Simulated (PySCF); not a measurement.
## PN(OH): from structure and modes to constants

These are results of UPBE0 in PySCF with P def2-TZVP, N def2-TZVP, O def2-TZVP, H def2-TZVP; no relativity; density-fitted integrals, not measurements.

The doublet minimum has Cs symmetry. Masses (u): P 30.97376, N 14.00307, O 15.99492, H 1.00782.

```xyz
4
charge 0 multiplicity 2, angstrom
P     0.1411   -0.2258   -0.3975
N     1.2721    0.2813    0.5477
O    -1.3074    0.1520    0.2235
H    -1.2566    0.6236    1.0661
```

Harmonic wavenumbers (cm⁻¹): 289.2 (a', ×1), 468.4 (a'', ×1), 844.6 (a', ×1), 978.7 (a', ×1), 1106.0 (a', ×1), 3793.0 (a', ×1).

Question: What is the harmonic zero-point energy?

Answer: Half the sum of all 6 wavenumbers, 7480/2 = 3740 cm⁻¹, which is 44.7 kJ/mol (1 cm⁻¹ = 0.0119627 kJ/mol).

Question: Find the vibrational entropy and heat capacity at 298.15 K.

Answer: With u = 1.43878 ω/T, each mode gives S = R[u/(eᵘ−1) − ln(1−e⁻ᵘ)] and C = R u² eᵘ/(eᵘ−1)².
```json
{"ω (cm⁻¹)": "289.2", "u": "1.395", "S (J/(mol K))": "6.19", "C (J/(mol K))": "7.09"}
{"ω (cm⁻¹)": "468.4", "u": "2.260", "S (J/(mol K))": "3.11", "C (J/(mol K))": "5.52"}
{"ω (cm⁻¹)": "844.6", "u": "4.076", "S (J/(mol K))": "0.73", "C (J/(mol K))": "2.43"}
{"ω (cm⁻¹)": "978.7", "u": "4.723", "S (J/(mol K))": "0.43", "C (J/(mol K))": "1.68"}
{"ω (cm⁻¹)": "1106.0", "u": "5.337", "S (J/(mol K))": "0.25", "C (J/(mol K))": "1.15"}
{"ω (cm⁻¹)": "3793.0", "u": "18.304", "S (J/(mol K))": "0.00", "C (J/(mol K))": "0.00"}
```
The sums over all modes are S = 10.7 and C = 17.9 J/(mol K); the softest mode gives 58 % of the entropy.

Question: Give the standard entropy (298.15 K, 1 bar) by its translational, rotational, vibrational and spin parts, and Cp.

Answer: Sackur–Tetrode with M = 61.98 u gives 160.3; rotation with symmetry number 1 gives 93.5; vibration 10.7; spin R ln 2 = 5.8. The total is 270.3 J/(mol K), and Cp = 4 R + 17.9 = 51.1 J/(mol K).

Other isomers or separated fragments may lie lower.
